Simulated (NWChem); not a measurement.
System: CH3O anion

Input file for NWChem:

```
start job
memory heap 200 mb stack 900 mb global 1100 mb
charge -1
geometry units angstroms noautoz
  C      0.000000     0.000000    -0.531977
  O      0.000000     0.000000     0.804146
  H      0.728450     0.728450    -1.028993
  H      0.266631    -0.995081    -1.028993
  H     -0.995081     0.266631    -1.028993
end
basis spherical
  C library def2-tzvpp
  O library def2-tzvpp
  H library def2-tzvpp
end
dft
  xc xpbe96 cpbe96
  iterations 150
  mulliken
end
task dft energy
```

Sets without diffuse functions describe the anion's extra electron poorly. Structure relaxed at the B3LYP/def2-SVPD level. The highest occupied level is positive, so the extra electron may be held by the finite basis.

Problem. Predict the main results of this run. (PBE/def2-TZVPP.) Quantities: basis functions; energy (Ha); highest occupied level (eV); orbital gap (eV).

Solution. 
```yaml
number_of_basis_functions: 104
energy (Ha): -115.01
highest occupied level (eV): 2.57
orbital gap (eV): 3.43
```
